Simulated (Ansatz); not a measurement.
**SiH₂O (triplet): wave-function methods side by side at distance O1–H3 along a hydrogen transfer = 1.149 Å, cc-pVDZ**

One table from this session's results is given with a row withheld; the runs are named, their logs left out.

Method: cc-pVDZ, core rule «outside noble gas», up to 6 orbitals frozen; program: Ansatz 0.2.0, Gaussian basis.

Plan: UHF; CCSD(T) on ROHF; CCSD(T) on UHF; BCCD(T) on ROHF; CISD; CCSDT(Q) on ROHF; CCSDT(Q) on UHF; CASSCF and MRCISD+Q, 4 electrons in 4 orbitals; CASSCF and NEVPT2, 4 electrons in 4 orbitals.

16 further runs of the same task are left out: 8 for a known fault of the program, 8 that didn't finish.

**The geometry**

The geometry derives from fragments relaxed apart (PBE0/def2-TZVP) and kept rigid, so it is no stationary point. A hydrogen atom is moved between rigid fragments.

4 atoms, charge 0, spin multiplicity 3.

Atoms are counted from 1 here; the program's logs count them from 0.

Bond lengths: O1–H2 0.960 Å, O1–H3 1.149 Å. Angles: H2–O1–H3 105.1°.

Set-up of the first run:

File in.yaml:

```yaml
crystal:
  periodic: [false, false, false]
  atoms:
    - {symbol: O, position_ang: [-0.990923, -0.231644, 0.000000]}
    - {symbol: H, position_ang: [-1.240232, 0.694932, 0.000000]}
    - {symbol: H, position_ang: [0.158077, -0.231644, 0.000000]}
    - {symbol: Si, position_ang: [2.073077, -0.231644, 0.000000]}
basis:
  gaussian: {orbitals: cc-pVDZ}
magnetization: {spin_polarized: true, initial_magnetization: 2}
hamiltonian: {xc: hf}
output: {orbitals: {seedname: orbitals}}
```

Launch:

```bash
> ansatz run in.yaml --threads 1 --pin off --events-out ev --progress --plain --max-ram 2393MiB
```

Among the steps run: UHF; CCSD(T) on ROHF; CCSD(T) on UHF; BCCD(T) on ROHF; CISD; CCSDT(Q) on ROHF; CCSDT(Q) on UHF; CASSCF and MRCISD+Q, 4 electrons in 4 orbitals; CASSCF and NEVPT2, 4 electrons in 4 orbitals.

One of the session's tables, all rows but one given; the rest of the session is left out.

It belongs to the step «Misses and costs». 

| method | from UCCSDT(Q) (meV) |
| --- | --- |
| ROHF | +8173.6 |
| UHF | +8017.8 |
| RMP2 | +929.5 |
| UMP2 | +953.9 |
| CISD | +858.1 |
| RCCSD | +206.7 |
| UCCSD | +200.9 |
| RCCSD(T) | +41.2 |
| UCCSD(T) | +41.1 |
| BCCD(T) | +41.2 |
| RCCSDT | ? |
| UCCSDT | +20.6 |
| RCCSDT(Q) | +0.7 |
| UCCSDT(Q) | 0 |
| CASSCF pair | +7448.6 |
| NEVPT2 pair | +922.6 |
| MRCISD pair | +735.5 |
| MRCISD+Q pair | +83.9 |

**Question.** Estimate the row for RCCSDT.

The run gave: from UCCSDT(Q) (meV): +21.0. In the column «from UCCSDT(Q) (meV)» it lies between UCCSDT (+20.6) and UCCSD(T) (+41.1).

Limits of these values: Restricted and unrestricted rows rest on different reference determinants; where their highest levels disagree by more than a few hundredths of an eV, they describe different states and don't form one ladder.
